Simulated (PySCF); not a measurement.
Molecule: SMILES [NH3+][BH2-]F, BFH5N.

Mapped SMILES: `[NH3+:1][BH2-:2][F:3]`; H(Xn) means a hydrogen on atom n.

Spin–spin couplings on one PBE0-D3(BJ)/def2-SVP geometry, PySCF 2.14, gas phase, non-relativistic, equivalent pairs averaged; isotopes 11B, 1H, 15N, 19F; basis pcJ-1.

Q: How do the couplings (Hz) change with the functional? Times are CPU seconds on shared hosts with different chips, so compare them loosely.

A: 
```
functional  functions  1J(B2,H(B2))  1J(N1,H(N1))  1J(B2,F3)  1J(N1,B2)  2J(F3,H(B2))  2J(H(N1),H(N1))  2J(N1,F3)  core-s
        HF        131         138.8         -90.0      -10.9       -5.7          56.1            -27.2      -26.9     3.7
       LDA        131          95.1         -56.9     -164.9        1.6          28.0             -6.5       -2.0     5.8
       PBE        131         116.9         -64.7     -163.3       -0.4          37.2             -9.1       -7.6     9.6
       KT2        131         122.5         -68.9     -184.8        3.0          38.0            -14.4       -2.6     9.7
      PBE0        131         119.2         -68.2     -128.0       -1.1          41.3            -11.6      -13.3      11
     B97-2        131         123.6         -65.6     -119.1       -3.6          37.8            -10.8      -10.5      10
 BHandHLYP        131         133.5         -78.0      -87.0       -2.5          51.7            -15.3      -19.1      11
 CAM-B3LYP        131         123.9         -71.1     -119.2       -0.8          44.1            -11.7      -13.2      14
```
